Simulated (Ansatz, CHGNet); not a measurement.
For rutile MnF2, the machine-learned potential CHGNet 0.3.0 (trained on PBE and PBE+U data) gives:

- elastic constant C11 = 68.5 GPa
- elastic constant C44 = 25.7 GPa
- Voigt–Reuss–Hill shear modulus = 23.7 GPa

Task: What does HSE06 (Ansatz, an electronic-structure program, plane waves, PAW) give for the same quantities?

Result: 
- elastic constant C11: 104 GPa (goes up by 52 %)
- elastic constant C44: 29.7 GPa (rises by 16 %)
- Voigt–Reuss–Hill shear modulus: 30.7 GPa (goes up by 30 %)

Changes are worked out from the printed values.

Unless a cell is named, each level is at its own relaxed cell (CHGNet 0.3.0 13.73, HSE06 13.25 Å³/atom).

Spin-polarised runs: HSE06 (opposed moments).

Ansatz's density-functional and Hartree–Fock values are scalar-relativistic unless marked +SOC, with PAW data made under PBE.
